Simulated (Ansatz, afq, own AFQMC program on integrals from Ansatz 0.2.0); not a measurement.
Integrals from Ansatz 0.2.0, then the random walk in our own AFQMC program (afq).

```yaml
crystal:
  periodic: [false, false, false]
  atoms:
    - {symbol: Cl, position_ang: [-0.810692, 0.019664, 0.000000]}
    - {symbol: H, position_ang: [0.802308, 0.019664, 0.000000]}
    - {symbol: N, position_ang: [1.842308, 0.019664, 0.000000]}
    - {symbol: H, position_ang: [2.111389, -0.984563, 0.000000]}
basis:
  gaussian: {orbitals: cc-pVTZ}
magnetization: {spin_polarized: true, initial_magnetization: 2}
correlation: {method: ccsd_t, electrons: outside_noble_gas, hamiltonian_folder: ham}
```

```sh
$ ansatz run in.yaml --threads 1 --pin off --events-out ev --progress --plain --max-ram 24576MiB --backend cuda --devices 0, --max-vram 18GiB
```

Options of the walk:

```
--method phaseless --trial hf --walkers 1500 --populations 20 --least-time 40 --time-step 0.005 --steps-per-block 20 --equilibration-blocks 112 --max-blocks 4000 --target-error 0.0011 --factor-cut 1e-05 --start spin_pure --seed 9421 --taylor-order 6
```

Times are imaginary, in 1/Eh. The walk had a cap of 98 s. With eight or more populations the least sampling time is a fifth of least-time, and the error comes from their spread.

```
orbitals 86  electrons 8 6  factors 531 of 540
reference energy -515.04228448 Eh
CCSD correlation -0.39948207 Eh in 17 cycles, weight of the determinant in the CISD state 0.8589
energy of the start -515.043519 Eh
 block  time / (1/Eh)  mean weight  energy / Eh
     1     0.100  1.0023  -515.162164
     2     0.200  1.0035  -515.240285
     3     0.300  1.0035  -515.295002
     4     0.400  1.0026  -515.332688
     5     0.500  1.0019  -515.359078
    10     1.000  1.0009  -515.424326
    43     4.300  0.9997  -515.456324
    78     7.800  1.0005  -515.459154
   113    11.300  1.0001  -515.468759
   148    14.800  1.0007  -515.446658
   169    16.900  0.9992  -515.442693
   183    18.300  0.9993  -515.454617
   218    21.800  1.0001  -515.447204
   253    25.300  1.0004  -515.450829
   288    28.800  0.9995  -515.449606
   302    30.200  1.0003  -515.449689
error from the spread of 20 populations
energy -515.452824 +/- 0.000989 Eh
(rows thinned)
```

Question: Estimate how long the walk took on 1 × NVIDIA H100 80GB HBM3 with 2 threads of AMD EPYC 7R13 Processor (Zen 3) (shared host) (the card was shared).

Answer: 62 s of wall time.

The run passed its tests (sampling time, drift between the halves within three errors, error under three times the target), which doesn't prove that it has relaxed.

Against this walk (error 26.9 meV) on the same determinant: CCSD(T) 94.2 meV lower, a separate phaseless walk with a CISD trial and standard settings 111.9 ± 27.3 meV lower. The error is statistical and leaves out the bias of the constraint. None of these is a sure reference here.

Cautions: constraint bias not in the error; lower spins were not checked.

A walk keeps the symmetry of its determinant, which the program's search chose and which needn't be the lowest solution, so a lower state of the same spin and another symmetry isn't excluded.
